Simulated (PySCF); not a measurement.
# C2H2Cl4 (Ethane, 1,1,2,2-tetrachloro-): the cost of one run

The runs use PySCF 2.14.0, with density-fitted response routines of our own; the level of theory stands in each step. All values are computed, except where a source is named. Atoms count from 0, in the outputs and in this text.

### 1 The molecule as given

8 atoms, charge 0, multiplicity 1; geometry from: GFN2-xTB. The atoms were then displaced at random by about 0.01 Å, so the start is not that level's minimum.

Bonds of the start (Å): Cl0–C1 1.79, C1–Cl2 1.77, C1–C3 1.49, C3–Cl4 1.76, C3–Cl5 1.80, C1–H6 1.10, C3–H7 1.10.

### 2 Relaxing the molecule at PBE0-D3(BJ)/def2-TZVP

Job settings and geometry (Å):

```
{"job": {"xc": "PBE0", "basis": "def2-TZVP", "d3": "d3bj", "grid": 2, "shake": 0.01, "kind": "geom"}, "charge": 0, "multiplicity": 1}
Cl     0.697270    -1.908140    -0.790010
C      0.641240    -0.376530     0.134600
Cl     2.007870     0.637190    -0.339420
C     -0.612330     0.375950    -0.147840
Cl    -0.672900     1.876790     0.778080
Cl    -2.030860    -0.630770     0.324000
H      0.757800    -0.622930     1.196000
H     -0.732960     0.629280    -1.207880
```

Run with:

```bash
> OMP_NUM_THREADS=1 python probes_run.py task.json out
```

This one command runs all jobs of the session in turn.

**Question.** How long does this first job take on 1 thread of Intel Xeon Platinum 8259CL at 2.50GHz, shared host, and how much memory does it need?

About 2.5 min, with a peak of 1 GiB.
